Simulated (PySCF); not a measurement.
# H₅NF+, a complex of two parts: interaction energy

What interaction energy should one expect for `[NH4+]` with `F`?

Programs: PySCF 2.14.0. All values are calculated, for the isolated system unless a continuum is named. Atoms count from 0, parts from 1.

## 1. The system as given

7 atoms, charge 1, multiplicity 1; geometry: GFN2-xTB. Parts: 1 = atoms 0–4, `[NH4+]`, charge 1; 2 = atoms 5–6, `F`, charge 0.

## 2. Relaxing the molecule at PBE0-D3(BJ)/def2-TZVPD

What the job is given:

```
{"job": {"xc": "PBE0", "basis": "def2-TZVPD", "d3": "d3bj", "grid": 3, "kind": "geom", "shake": 0.01}, "charge": 1, "multiplicity": 1, "parts": [{"atoms": "0-4", "charge": 1, "multiplicity": 1}, {"atoms": "5-6", "charge": 0, "multiplicity": 1}]}
N     -0.070814    -0.033253     0.114395
H     -0.716762    -0.661266    -0.389115
H      0.056158     0.820638    -0.476793
H     -0.488417     0.272216     0.995647
H      0.813660    -0.486970     0.290824
F      2.334702    -1.267359     0.613715
H      3.166191    -1.700107     0.785436
```

Launch:

```
OMP_NUM_THREADS=1 python cluster_run.py task.json out
```

One launch serves the whole session: the jobs run in the order shown.

Output:

```text
step   0  E = -157.26787807  max force = 0.023882
step   1  E = -157.26956292  max force = 0.005494
step   2  E = -157.26973102  max force = 0.000643
step   3  E = -157.26981524  max force = 0.001543
step   4  E = -157.26990268  max force = 0.003744
step   5  E = -157.26998497  max force = 0.001210
step   6  E = -157.27000523  max force = 0.000603
step   7  E = -157.27001067  max force = 0.000057
optimisation converged
```

Run time: 45 s. Hardware: 1 thread of Arm Neoverse N1, shared host; peak memory 0.53 GiB.

Relaxation path:

```
step  energy from step 0 (eV)  largest force component (eV/Å)
   0                   0.0000                          1.2281
   1                  -0.0458                          0.2825
   2                  -0.0504                          0.0331
   3                  -0.0527                          0.0793
   4                  -0.0551                          0.1925
   5                  -0.0573                          0.0622
   6                  -0.0579                          0.0310
   7                  -0.0580                          0.0029
```

Close pairs (by a distance rule), those that changed most:

| bond | before (Å) | after (Å) | change (Å) |
| --- | --- | --- | --- |
| N0–H4 | 1.010 | 1.035 | +0.026 |
| F5–H6 | 0.953 | 0.928 | -0.025 |
| N0–H2 | 1.046 | 1.022 | -0.024 |
| N0–H1 | 1.032 | 1.021 | -0.011 |
| N0–H3 | 1.022 | 1.022 | -0.000 |

The next job starts from the end point, and lists it.

```csv
at the end point,value
"rotational constants (GHz, main isotopes)","169.1, 6.531, 6.515"
```

Contacts at the end point (a selection, picked against the atoms' radii; other short pairs can be missing):

```
  atoms  distance (Å)  kind (by distance and angle)  angle (°)
H4···F5          1.73                 hydrogen bond        167
```

Against the parts relaxed at this level the binding energy is -12.63 kcal/mol, without counterpoise.

## 3. Coupled-cluster interaction energy: CCSD(T) and MP2, 1.73 Å

What the job is given:

```
{"job": {"kind": "intercc", "basis": "aug-cc-pVDZ", "basis_mid": "aug-cc-pVTZ", "basis_large": "aug-cc-pVQZ"}, "charge": 1, "multiplicity": 1, "parts": [{"atoms": "0-4", "charge": 1, "multiplicity": 1}, {"atoms": "5-6", "charge": 0, "multiplicity": 1}]}
N     -0.044108    -0.029360     0.114300
H     -0.736082    -0.626408    -0.341927
H      0.161370     0.770680    -0.487415
H     -0.419919     0.305955     1.003396
H      0.827199    -0.561795     0.286330
F      2.427064    -1.107743     0.660450
H      2.995927    -1.838817     0.722740
```

Level: CCSD(T)/aug-cc-pVDZ and MP2/aug-cc-pVTZ, aug-cc-pVQZ counterpoise interaction energy, frozen core, gas phase.

Output:

```text
part 1, own basis, geometry of the cluster
final grid: 32480 points
cycle   1  E = -56.5268752408  dE =  2.691e-01  |g| = 3.463e-01  |ddm| = 3.639e+00
cycle   2  E = -56.5584045410  dE = -3.153e-02  |g| = 1.764e-01  |ddm| = 7.652e-01
cycle   3  E = -56.5637174692  dE = -5.313e-03  |g| = 2.489e-02  |ddm| = 2.464e-01
cycle   4  E = -56.5639481768  dE = -2.307e-04  |g| = 4.441e-03  |ddm| = 6.044e-02
cycle   5  E = -56.5639553570  dE = -7.180e-06  |g| = 5.544e-04  |ddm| = 8.831e-03
cycle   6  E = -56.5639555246  dE = -1.677e-07  |g| = 5.748e-05  |ddm| = 9.697e-04
cycle   7  E = -56.5639555260  dE = -1.345e-09  |g| = 4.179e-06  |ddm| = 1.862e-04
cycle   8  E = -56.5639555260  dE = -7.105e-12  |g| = 4.339e-07  |ddm| = 1.089e-05
converged SCF energy = -56.5639555260

part 2, own basis, geometry of the cluster
final grid: 16976 points
cycle   1  E = -100.0326150387  dE = -1.743e-01  |g| = 4.015e-01  |ddm| = 1.968e+00
cycle   2  E = -100.0534610183  dE = -2.085e-02  |g| = 2.383e-01  |ddm| = 6.579e-01
cycle   3  E = -100.0602923273  dE = -6.831e-03  |g| = 2.359e-02  |ddm| = 2.208e-01
cycle   4  E = -100.0604102103  dE = -1.179e-04  |g| = 6.417e-03  |ddm| = 2.945e-02
cycle   5  E = -100.0604270078  dE = -1.680e-05  |g| = 1.555e-03  |ddm| = 1.235e-02
cycle   6  E = -100.0604284490  dE = -1.441e-06  |g| = 2.439e-04  |ddm| = 4.387e-03
cycle   7  E = -100.0604284874  dE = -3.835e-08  |g| = 2.136e-05  |ddm| = 8.399e-04
cycle   8  E = -100.0604284876  dE = -2.219e-10  |g| = 2.394e-06  |ddm| = 4.837e-05
converged SCF energy = -100.0604284876

part 1, own basis, relaxed alone
final grid: 32480 points
cycle   1  E = -56.5272249725  dE =  2.748e-01  |g| = 3.460e-01  |ddm| = 3.644e+00
cycle   2  E = -56.5587247563  dE = -3.150e-02  |g| = 1.757e-01  |ddm| = 7.652e-01
cycle   3  E = -56.5639912023  dE = -5.266e-03  |g| = 2.492e-02  |ddm| = 2.458e-01
cycle   4  E = -56.5642217428  dE = -2.305e-04  |g| = 4.438e-03  |ddm| = 6.040e-02
cycle   5  E = -56.5642289177  dE = -7.175e-06  |g| = 5.537e-04  |ddm| = 8.824e-03
cycle   6  E = -56.5642290848  dE = -1.670e-07  |g| = 5.712e-05  |ddm| = 9.685e-04
cycle   7  E = -56.5642290861  dE = -1.324e-09  |g| = 4.019e-06  |ddm| = 1.856e-04
cycle   8  E = -56.5642290861  dE = -5.798e-12  |g| = 3.192e-07  |ddm| = 1.075e-05
converged SCF energy = -56.5642290861

part 2, own basis, relaxed alone
final grid: 16976 points
cycle   1  E = -100.0334422061  dE = -1.669e-01  |g| = 4.001e-01  |ddm| = 1.981e+00
cycle   2  E = -100.0540949992  dE = -2.065e-02  |g| = 2.355e-01  |ddm| = 6.586e-01
cycle   3  E = -100.0607481868  dE = -6.653e-03  |g| = 2.345e-02  |ddm| = 2.190e-01
cycle   4  E = -100.0608613282  dE = -1.131e-04  |g| = 6.223e-03  |ddm| = 2.906e-02
cycle   5  E = -100.0608768644  dE = -1.554e-05  |g| = 1.504e-03  |ddm| = 1.190e-02
cycle   6  E = -100.0608781930  dE = -1.329e-06  |g| = 2.375e-04  |ddm| = 4.215e-03
cycle   7  E = -100.0608782294  dE = -3.631e-08  |g| = 2.124e-05  |ddm| = 8.269e-04
cycle   8  E = -100.0608782296  dE = -2.226e-10  |g| = 2.369e-06  |ddm| = 4.891e-05
converged SCF energy = -100.0608782296

cluster
final grid: 5248 points
cycle   1  E = -156.6417884404  dE = -7.905e-03  |g| = 3.978e-02  |ddm| = 6.961e-01
cycle   2  E = -156.6423553733  dE = -5.669e-04  |g| = 1.496e-02  |ddm| = 1.073e-01
cycle   3  E = -156.6424247913  dE = -6.942e-05  |g| = 7.138e-03  |ddm| = 3.154e-02
cycle   4  E = -156.6424395504  dE = -1.476e-05  |g| = 1.297e-03  |ddm| = 1.354e-02
cycle   5  E = -156.6424402136  dE = -6.632e-07  |g| = 2.442e-04  |ddm| = 3.236e-03
cycle   6  E = -156.6424402406  dE = -2.707e-08  |g| = 3.783e-05  |ddm| = 8.883e-04
cycle   7  E = -156.6424402411  dE = -5.135e-10  |g| = 1.387e-05  |ddm| = 9.600e-05
converged SCF energy = -156.6424402411

part 1 in the basis of the cluster
final grid: 5248 points
cycle   1  E = -56.5639765031  dE = -2.237e-05  |g| = 8.484e-04  |ddm| = 2.326e-01
cycle   2  E = -56.5639766428  dE = -1.397e-07  |g| = 7.205e-05  |ddm| = 1.935e-02
cycle   3  E = -56.5639766441  dE = -1.282e-09  |g| = 6.329e-06  |ddm| = 2.002e-03
cycle   4  E = -56.5639766441  dE = -7.546e-12  |g| = 2.260e-06  |ddm| = 5.718e-05
converged SCF energy = -56.5639766441

part 2 in the basis of the cluster
final grid: 5248 points
cycle   1  E = -100.0605899950  dE = -1.622e-04  |g| = 2.908e-03  |ddm| = 5.325e-01
cycle   2  E = -100.0605922248  dE = -2.230e-06  |g| = 3.937e-04  |ddm| = 7.009e-02
cycle   3  E = -100.0605922806  dE = -5.585e-08  |g| = 6.741e-05  |ddm| = 1.206e-02
cycle   4  E = -100.0605922816  dE = -9.546e-10  |g| = 3.091e-05  |ddm| = 6.202e-04
converged SCF energy = -100.0605922816

Interaction energy (kcal/mol)
  counterpoise      -12.034
  uncorrected       -12.555
  dispersion part     0.000
  deformation         0.120
  binding           -11.914

Decomposition of the uncorrected value (kcal/mol)
  electrostatic     -14.194
  Pauli               8.232
  orbital            -5.369
  dispersion          0.000
  correlation        -1.223

Charge of each part in the cluster: 0.975 0.025
part 1, own basis, geometry of the cluster
final grid: 32480 points
cycle   1  E = -56.5308342943  dE =  2.683e-01  |g| = 3.457e-01  |ddm| = 3.814e+00
cycle   2  E = -56.5622377979  dE = -3.140e-02  |g| = 1.758e-01  |ddm| = 7.124e-01
cycle   3  E = -56.5675135031  dE = -5.276e-03  |g| = 2.535e-02  |ddm| = 2.448e-01
cycle   4  E = -56.5677467131  dE = -2.332e-04  |g| = 4.469e-03  |ddm| = 6.814e-02
cycle   5  E = -56.5677538731  dE = -7.160e-06  |g| = 5.859e-04  |ddm| = 8.124e-03
cycle   6  E = -56.5677540591  dE = -1.861e-07  |g| = 6.164e-05  |ddm| = 1.234e-03
cycle   7  E = -56.5677540607  dE = -1.593e-09  |g| = 4.897e-06  |ddm| = 1.570e-04
cycle   8  E = -56.5677540607  dE = -8.725e-12  |g| = 4.967e-07  |ddm| = 1.919e-05
converged SCF energy = -56.5677540607

part 2, own basis, geometry of the cluster
final grid: 16976 points
cycle   1  E = -100.0398213769  dE = -1.751e-01  |g| = 4.050e-01  |ddm| = 2.122e+00
cycle   2  E = -100.0608019656  dE = -2.098e-02  |g| = 2.409e-01  |ddm| = 6.035e-01
cycle   3  E = -100.0677306604  dE = -6.929e-03  |g| = 2.402e-02  |ddm| = 2.173e-01
cycle   4  E = -100.0678496365  dE = -1.190e-04  |g| = 6.618e-03  |ddm| = 2.714e-02
cycle   5  E = -100.0678668605  dE = -1.722e-05  |g| = 1.619e-03  |ddm| = 1.137e-02
cycle   6  E = -100.0678683908  dE = -1.530e-06  |g| = 2.690e-04  |ddm| = 3.946e-03
cycle   7  E = -100.0678684375  dE = -4.672e-08  |g| = 2.525e-05  |ddm| = 8.688e-04
cycle   8  E = -100.0678684378  dE = -3.278e-10  |g| = 2.778e-06  |ddm| = 7.843e-05
converged SCF energy = -100.0678684378

part 1, own basis, relaxed alone
final grid: 32480 points
cycle   1  E = -56.5311903546  dE =  2.740e-01  |g| = 3.454e-01  |ddm| = 3.820e+00
cycle   2  E = -56.5625642232  dE = -3.137e-02  |g| = 1.751e-01  |ddm| = 7.125e-01
cycle   3  E = -56.5677937403  dE = -5.230e-03  |g| = 2.538e-02  |ddm| = 2.443e-01
cycle   4  E = -56.5680267832  dE = -2.330e-04  |g| = 4.465e-03  |ddm| = 6.814e-02
cycle   5  E = -56.5680339373  dE = -7.154e-06  |g| = 5.852e-04  |ddm| = 8.119e-03
cycle   6  E = -56.5680341227  dE = -1.854e-07  |g| = 6.127e-05  |ddm| = 1.234e-03
cycle   7  E = -56.5680341243  dE = -1.569e-09  |g| = 4.740e-06  |ddm| = 1.565e-04
cycle   8  E = -56.5680341243  dE = -8.129e-12  |g| = 3.989e-07  |ddm| = 1.911e-05
converged SCF energy = -56.5680341243

part 2, own basis, relaxed alone
final grid: 16976 points
cycle   1  E = -100.0406824393  dE = -1.677e-01  |g| = 4.036e-01  |ddm| = 2.133e+00
cycle   2  E = -100.0614679606  dE = -2.079e-02  |g| = 2.381e-01  |ddm| = 6.033e-01
cycle   3  E = -100.0682171265  dE = -6.749e-03  |g| = 2.387e-02  |ddm| = 2.154e-01
cycle   4  E = -100.0683312764  dE = -1.141e-04  |g| = 6.420e-03  |ddm| = 2.681e-02
cycle   5  E = -100.0683472108  dE = -1.593e-05  |g| = 1.567e-03  |ddm| = 1.095e-02
cycle   6  E = -100.0683486222  dE = -1.411e-06  |g| = 2.618e-04  |ddm| = 3.779e-03
cycle   7  E = -100.0683486663  dE = -4.411e-08  |g| = 2.505e-05  |ddm| = 8.489e-04
cycle   8  E = -100.0683486666  dE = -3.245e-10  |g| = 2.762e-06  |ddm| = 7.838e-05
converged SCF energy = -100.0683486666

cluster
final grid: 5248 points
cycle   1  E = -156.6530820331  dE = -8.097e-03  |g| = 4.042e-02  |ddm| = 1.135e+00
cycle   2  E = -156.6536685390  dE = -5.865e-04  |g| = 1.538e-02  |ddm| = 1.553e-01
cycle   3  E = -156.6537400527  dE = -7.151e-05  |g| = 7.231e-03  |ddm| = 3.819e-02
cycle   4  E = -156.6537551549  dE = -1.510e-05  |g| = 1.381e-03  |ddm| = 1.549e-02
cycle   5  E = -156.6537558543  dE = -6.993e-07  |g| = 2.611e-04  |ddm| = 3.113e-03
cycle   6  E = -156.6537558846  dE = -3.030e-08  |g| = 3.839e-05  |ddm| = 1.177e-03
cycle   7  E = -156.6537558851  dE = -5.364e-10  |g| = 1.406e-05  |ddm| = 1.279e-04
converged SCF energy = -156.6537558851

part 1 in the basis of the cluster
final grid: 5248 points
cycle   1  E = -56.5677587474  dE = -6.328e-06  |g| = 4.371e-04  |ddm| = 3.811e-01
cycle   2  E = -56.5677587831  dE = -3.570e-08  |g| = 3.546e-05  |ddm| = 2.505e-02
cycle   3  E = -56.5677587834  dE = -2.810e-10  |g| = 1.342e-06  |ddm| = 2.053e-03
converged SCF energy = -56.5677587834

part 2 in the basis of the cluster
final grid: 5248 points
cycle   1  E = -100.0679526373  dE = -8.431e-05  |g| = 1.973e-03  |ddm| = 8.872e-01
cycle   2  E = -100.0679535636  dE = -9.263e-07  |g| = 2.400e-04  |ddm| = 9.856e-02
cycle   3  E = -100.0679535828  dE = -1.914e-08  |g| = 2.769e-05  |ddm| = 1.436e-02
cycle   4  E = -100.0679535830  dE = -2.265e-10  |g| = 1.386e-05  |ddm| = 7.686e-04
converged SCF energy = -100.0679535830

Interaction energy (kcal/mol)
  counterpoise      -12.291
  uncorrected       -12.552
  dispersion part     0.000
  deformation         0.161
  binding           -12.130

Decomposition of the uncorrected value (kcal/mol)
  electrostatic     -14.147
  Pauli               8.271
  orbital            -5.504
  dispersion          0.000
  correlation        -1.172

Charge of each part in the cluster: 0.975 0.025
part 1 in the basis of the cluster: E(HF) = -56.547515046  E2 = -0.192531836  E(CCSD corr) = -0.210406874  (T) = -0.004395443
part 2 in the basis of the cluster: E(HF) = -100.033344977  E2 = -0.223572859  E(CCSD corr) = -0.227234495  (T) = -0.004303709
cluster: E(HF) = -156.598473333  E2 = -0.416864114  E(CCSD corr) = -0.438083596  (T) = -0.008925837

Counterpoise interaction energy (kcal/mol)
  hf_small                 -11.053
  mp2_small                -11.529
  ccsd_small               -11.330
  ccsdt_small              -11.472
  hf_large                 -11.322
  mp2_large                -12.291
  hf_middle                -11.214
  mp2_middle               -12.034
  scs_mp2_large            -11.779
  mp2_limit                -12.400
  ccsdt_less_mp2             0.057
  ccsdt_limit_estimate     -12.344
  bsse_mp2_large             0.261
```

It took 84 s on 1 thread of Arm Neoverse N1, shared host; peak memory 0.91 GiB.

Contacts at this geometry (a selection, picked against the atoms' radii; other short pairs can be missing):

```
  atoms  distance (Å)  kind (by distance and angle)  angle (°)
H4···F5          1.73                 hydrogen bond        167
```

| method | interaction energy (kcal/mol) | from CCSD(T), limit estimate (kcal/mol) |
| --- | --- | --- |
| HF/aug-cc-pVDZ | -11.05 | +1.29 |
| MP2/aug-cc-pVDZ | -11.53 | +0.81 |
| CCSD/aug-cc-pVDZ | -11.33 | +1.01 |
| CCSD(T)/aug-cc-pVDZ | -11.47 | +0.87 |
| HF/aug-cc-pVQZ | -11.32 | +1.02 |
| MP2/aug-cc-pVQZ | -12.29 | +0.05 |
| SCS-MP2/aug-cc-pVQZ | -11.78 | +0.56 |
| MP2, extrapolated | -12.40 | -0.06 |
| CCSD(T), limit estimate | -12.34 | 0 |

These energies keep the parts at their geometry in the cluster; deforming them to it costs 0.16 kcal/mol (MP2).

## 4. Coupled-cluster interaction energy: CCSD(T) and MP2, 1.82 Å

The job, as its differences from that of step 3:

```diff
@@ -6,3 +6,3 @@
 H      0.827199    -0.561795     0.286330
-F      2.427064    -1.107743     0.660450
-H      2.995927    -1.838817     0.722740
+F      2.507057    -1.135040     0.679156
+H      3.075920    -1.866114     0.741446
```

Level: CCSD(T)/aug-cc-pVDZ and MP2/aug-cc-pVTZ, aug-cc-pVQZ counterpoise interaction energy, frozen core, gas phase.

Output:

```text
part 1, own basis, geometry of the cluster: E = -56.5639555260 (as before)

part 2, own basis, geometry of the cluster: E = -100.0604284876 (as before)

part 1, own basis, relaxed alone: E = -56.5642290861 (as before)

part 2, own basis, relaxed alone: E = -100.0608782296 (as before)

cluster
final grid: 5248 points
cycle   1  E = -156.6421876380  dE = -6.334e-03  |g| = 3.606e-02  |ddm| = 6.604e-01
cycle   2  E = -156.6426432192  dE = -4.556e-04  |g| = 1.396e-02  |ddm| = 9.723e-02
cycle   3  E = -156.6426996002  dE = -5.638e-05  |g| = 6.496e-03  |ddm| = 2.786e-02
cycle   4  E = -156.6427123553  dE = -1.276e-05  |g| = 1.145e-03  |ddm| = 1.273e-02
cycle   5  E = -156.6427129012  dE = -5.458e-07  |g| = 2.183e-04  |ddm| = 2.959e-03
cycle   6  E = -156.6427129233  dE = -2.211e-08  |g| = 3.378e-05  |ddm| = 7.992e-04
cycle   7  E = -156.6427129237  dE = -4.159e-10  |g| = 1.238e-05  |ddm| = 8.588e-05
converged SCF energy = -156.6427129237

part 1 in the basis of the cluster
final grid: 5248 points
cycle   1  E = -56.5639731892  dE = -1.879e-05  |g| = 7.707e-04  |ddm| = 2.156e-01
cycle   2  E = -56.5639733125  dE = -1.233e-07  |g| = 6.734e-05  |ddm| = 1.854e-02
cycle   3  E = -56.5639733137  dE = -1.187e-09  |g| = 5.691e-06  |ddm| = 2.002e-03
cycle   4  E = -56.5639733137  dE = -5.514e-12  |g| = 2.112e-06  |ddm| = 5.949e-05
converged SCF energy = -56.5639733137

part 2 in the basis of the cluster
final grid: 5248 points
cycle   1  E = -100.0605741294  dE = -1.463e-04  |g| = 2.769e-03  |ddm| = 5.290e-01
cycle   2  E = -100.0605761966  dE = -2.067e-06  |g| = 3.786e-04  |ddm| = 6.715e-02
cycle   3  E = -100.0605762484  dE = -5.179e-08  |g| = 6.229e-05  |ddm| = 1.141e-02
cycle   4  E = -100.0605762493  dE = -8.445e-10  |g| = 2.917e-05  |ddm| = 5.659e-04
converged SCF energy = -100.0605762493

Interaction energy (kcal/mol)
  counterpoise      -12.004
  uncorrected       -12.471
  dispersion part     0.000
  deformation         0.120
  binding           -11.884

Decomposition of the uncorrected value (kcal/mol)
  electrostatic     -12.961
  Pauli               5.763
  orbital            -4.304
  dispersion          0.000
  correlation        -0.968

Charge of each part in the cluster: 0.979 0.021
part 1, own basis, geometry of the cluster: E = -56.5677540607 (as before)

part 2, own basis, geometry of the cluster: E = -100.0678684378 (as before)

part 1, own basis, relaxed alone: E = -56.5680341243 (as before)

part 2, own basis, relaxed alone: E = -100.0683486666 (as before)

cluster
final grid: 5248 points
cycle   1  E = -156.6534769076  dE = -6.490e-03  |g| = 3.666e-02  |ddm| = 1.150e+00
cycle   2  E = -156.6539488496  dE = -4.719e-04  |g| = 1.434e-02  |ddm| = 1.534e-01
cycle   3  E = -156.6540069728  dE = -5.812e-05  |g| = 6.599e-03  |ddm| = 3.460e-02
cycle   4  E = -156.6540200467  dE = -1.307e-05  |g| = 1.218e-03  |ddm| = 1.473e-02
cycle   5  E = -156.6540206231  dE = -5.765e-07  |g| = 2.336e-04  |ddm| = 2.893e-03
cycle   6  E = -156.6540206480  dE = -2.484e-08  |g| = 3.407e-05  |ddm| = 1.173e-03
cycle   7  E = -156.6540206484  dE = -4.338e-10  |g| = 1.240e-05  |ddm| = 1.121e-04
converged SCF energy = -156.6540206484

part 1 in the basis of the cluster
final grid: 5248 points
cycle   1  E = -56.5677583731  dE = -5.725e-06  |g| = 4.168e-04  |ddm| = 3.467e-01
cycle   2  E = -56.5677584059  dE = -3.278e-08  |g| = 3.389e-05  |ddm| = 2.327e-02
cycle   3  E = -56.5677584062  dE = -2.613e-10  |g| = 1.321e-06  |ddm| = 1.979e-03
converged SCF energy = -56.5677584062

part 2 in the basis of the cluster
final grid: 5248 points
cycle   1  E = -100.0679460888  dE = -7.773e-05  |g| = 1.896e-03  |ddm| = 9.337e-01
cycle   2  E = -100.0679469512  dE = -8.624e-07  |g| = 2.309e-04  |ddm| = 1.046e-01
cycle   3  E = -100.0679469691  dE = -1.789e-08  |g| = 2.715e-05  |ddm| = 1.515e-02
cycle   4  E = -100.0679469693  dE = -2.143e-10  |g| = 1.372e-05  |ddm| = 7.678e-04
converged SCF energy = -100.0679469693

Interaction energy (kcal/mol)
  counterpoise      -12.223
  uncorrected       -12.449
  dispersion part     0.000
  deformation         0.161
  binding           -12.062

Decomposition of the uncorrected value (kcal/mol)
  electrostatic     -12.923
  Pauli               5.791
  orbital            -4.414
  dispersion          0.000
  correlation        -0.903

Charge of each part in the cluster: 0.979 0.021
part 1 in the basis of the cluster: E(HF) = -56.547501368  E2 = -0.192499042  E(CCSD corr) = -0.210377928  (T) = -0.004392363
part 2 in the basis of the cluster: E(HF) = -100.033294024  E2 = -0.223485893  E(CCSD corr) = -0.227143610  (T) = -0.004289610
cluster: E(HF) = -156.598791128  E2 = -0.416501264  E(CCSD corr) = -0.437796371  (T) = -0.008861965

Counterpoise interaction energy (kcal/mol)
  hf_small                 -11.293
  mp2_small                -11.617
  ccsd_small               -11.465
  ccsdt_small              -11.578
  hf_large                 -11.493
  mp2_large                -12.223
  hf_middle                -11.398
  mp2_middle               -12.004
  scs_mp2_large            -11.797
  mp2_limit                -12.313
  ccsdt_less_mp2             0.039
  ccsdt_limit_estimate     -12.275
  bsse_mp2_large             0.226
```

Wall time 82 s (1 thread of Arm Neoverse N1, shared host); peak memory 1 GiB.

Contacts at this geometry (a selection, picked against the atoms' radii; other short pairs can be missing):

| atoms | distance (Å) | kind (by distance and angle) | angle (°) |
| --- | --- | --- | --- |
| H4···F5 | 1.82 | hydrogen bond | 167 |

Differences are taken before rounding.

```csv
method,interaction energy (kcal/mol),"from CCSD(T), limit estimate (kcal/mol)"
HF/aug-cc-pVDZ,-11.29,+0.98
MP2/aug-cc-pVDZ,-11.62,+0.66
CCSD/aug-cc-pVDZ,-11.46,+0.81
CCSD(T)/aug-cc-pVDZ,-11.58,+0.70
HF/aug-cc-pVQZ,-11.49,+0.78
MP2/aug-cc-pVQZ,-12.22,+0.05
SCS-MP2/aug-cc-pVQZ,-11.80,+0.48
"MP2, extrapolated",-12.31,-0.04
"CCSD(T), limit estimate",-12.27,0
```

These energies keep the parts at their geometry in the cluster; deforming them to it costs 0.16 kcal/mol (MP2).

(Part 1 of 3 ends here.)
